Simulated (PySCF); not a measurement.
PySCF input (B3PW91/6-31G* (5d)):

```python
from pyscf import gto, dft

mol = gto.M(
    atom='''
    O    -0.00000000   -0.00000000   -0.55280743
    O     0.00000000    0.00000000    0.55280743
    ''',
    basis='6-31g*',
    charge=1,
    spin=1,
    symmetry='D2h',
    verbose=4,
)

mf = dft.UKS(mol, xc='b3pw91')
mf.grids.level = 3
mf.conv_tol = 1e-9
mf.max_cycle = 100
mf.max_memory = 1500
mf.kernel()
if not mf.converged:
    mf = mf.newton()
    mf.kernel(mf.make_rdm1())
mf.dip_moment()
```

Output:

```
PySCF version 2.14.0

[INPUT] verbose = 4
[INPUT] num. atoms = 2
[INPUT] num. electrons = 15
[INPUT] charge = 1
[INPUT] spin (= nelec alpha-beta = 2S) = 1
[INPUT] symmetry D2h subgroup None
[INPUT] Mole.unit = angstrom
[INPUT] Symbol           X                Y                Z      unit          X                Y                Z       unit  Magmom
[INPUT]  1 O      0.000000000000   0.000000000000  -0.552807430000 AA    0.000000000000   0.000000000000  -1.044654642325 Bohr   0.0
[INPUT]  2 O      0.000000000000   0.000000000000   0.552807430000 AA    0.000000000000   0.000000000000   1.044654642325 Bohr   0.0

nuclear repulsion = 30.6321330547963
point group symmetry = Dooh, use subgroup D2h
symmetry origin: [0. 0. 0.]
symmetry axis x: [1. 0. 0.]
symmetry axis y: [0. 1. 0.]
symmetry axis z: [0. 0. 1.]
num. orbitals of irrep Ag = 7
num. orbitals of irrep B1g = 1
num. orbitals of irrep B2g = 3
num. orbitals of irrep B3g = 3
num. orbitals of irrep Au = 1
num. orbitals of irrep B1u = 7
num. orbitals of irrep B2u = 3
num. orbitals of irrep B3u = 3
number of shells = 12
number of NR pGTOs = 54
number of NR cGTOs = 28
basis = 6-31g*
ecp = {}

******** <class 'pyscf.dft.uks_symm.SymAdaptedUKS'> ********
method = SymAdaptedUKS
initial guess = minao
damping factor = 0
level_shift factor = 0
DIIS = <class 'pyscf.scf.diis.CDIIS'>
diis_start_cycle = 1
diis_space = 8
diis_damp = 0
SCF conv_tol = 1e-09
SCF conv_tol_grad = None
SCF max_cycles = 100
direct_scf = True
direct_scf_tol = 1e-13
number electrons alpha = 8  beta = 7
XC library pyscf.dft.libxc version 7.1.2
    S. Lehtola, C. Steigemann, M. J. T. Oliveira, and M. A. L. Marques,  SoftwareX 7, 1–5 (2018)
XC functionals = b3pw91
    A. D. Becke,  J. Chem. Phys. 98, 5648 (1993)
radial grids:
    Treutler-Ahlrichs [JCP 102, 346 (1995); DOI:10.1063/1.469408] (M4) radial grids

becke partition: Becke, JCP 88, 2547 (1988); DOI:10.1063/1.454033
pruning grids: <function nwchem_prune>
grids dens level: 3
symmetrized grids: D2h
atomic radii adjust function: <function treutler_atomic_radii_adjust>
small_rho_cutoff = 0
Freeze 0 electrons in irreps []
    15 free electrons in irreps Ag B1g B2g B3g Au B1u B2u B3u
Set gradient conv threshold to 3.16228e-05
tot grids = 28168
init E= -150.685763937963
alpha HOMO (B2g) = -0.219281432425864  LUMO (B3g) = -0.219281432425863
beta  HOMO (Ag) = -0.57987166668897  LUMO (B2g) = -0.219281432425864

WARN: HOMO -0.219281432425864 >= LUMO -0.219281432425864

WARN: alpha-B2g HOMO -0.219281432425864 > system LUMO -0.219281432425864

cycle= 1 E= -149.750363247317  delta_E= 0.935  |g|= 0.342  |ddm|= 1.47
alpha HOMO (B2g) = -0.825007491847348  LUMO (B3g) = -0.706352446918114
beta  HOMO (B3u) = -1.07783037738368  LUMO (B3g) = -0.688912185111372
  HOMO = -0.825007491847  LUMO = -0.706352446918  gap/eV = 3.22877
cycle= 2 E= -149.785880372727  delta_E= -0.0355  |g|= 0.174  |ddm|= 0.397
alpha HOMO (B2g) = -0.732921735110788  LUMO (B3g) = -0.610966458075421
beta  HOMO (B3u) = -0.977017357079307  LUMO (B3g) = -0.592996181633794
  HOMO = -0.732921735111  LUMO = -0.610966458075  gap/eV = 3.31857
cycle= 3 E= -149.798406612607  delta_E= -0.0125  |g|= 0.00595  |ddm|= 0.133
alpha HOMO (B2g) = -0.736427848492248  LUMO (B3g) = -0.612497993381927
beta  HOMO (B3u) = -0.976814009370648  LUMO (B3g) = -0.593912799526463
  HOMO = -0.736427848492  LUMO = -0.612497993382  gap/eV = 3.37230
cycle= 4 E= -149.798427243193  delta_E= -2.06e-05  |g|= 0.00158  |ddm|= 0.00728
alpha HOMO (B2g) = -0.736262025255617  LUMO (B3g) = -0.612176986612278
beta  HOMO (B3u) = -0.976442120107583  LUMO (B3g) = -0.593421655073692
  HOMO = -0.736262025256  LUMO = -0.612176986612  gap/eV = 3.37653
cycle= 5 E= -149.798428340771  delta_E= -1.1e-06  |g|= 0.00018  |ddm|= 0.00138
alpha HOMO (B2g) = -0.736327812761015  LUMO (B3g) = -0.612259324323017
beta  HOMO (B3u) = -0.976452547219223  LUMO (B3g) = -0.593452513252978
  HOMO = -0.736327812761  LUMO = -0.612259324323  gap/eV = 3.37608
cycle= 6 E= -149.798428359253  delta_E= -1.85e-08  |g|= 9.62e-06  |ddm|= 0.000244
alpha HOMO (B2g) = -0.736325673712597  LUMO (B3g) = -0.612259231917361
beta  HOMO (B3u) = -0.976450305611602  LUMO (B3g) = -0.593447368699954
  HOMO = -0.736325673713  LUMO = -0.612259231917  gap/eV = 3.37602
cycle= 7 E= -149.798428359314  delta_E= -6.09e-11  |g|= 5.07e-07  |ddm|= 1.17e-05
alpha HOMO (B2g) = -0.736325644906293  LUMO (B3g) = -0.612259276804305
beta  HOMO (B3u) = -0.976450365640113  LUMO (B3g) = -0.593447320531796
  HOMO = -0.736325644906  LUMO = -0.612259276804  gap/eV = 3.37602
Extra cycle  E= -149.798428359314  delta_E= -1.14e-13  |g|= 1.06e-07  |ddm|= 6.85e-07
converged SCF energy = -149.798428359314  <S^2> = 0.752188  2S+1 = 2.0021868

WARN: System has nonzero charge 1; the dipole moment is origin-dependent.
Location of origin: [0. 0. 0.]

Dipole moment(X, Y, Z, Debye):  0.00000,  0.00000, -0.00000
```

The dipole moment of an ion depends on the origin.
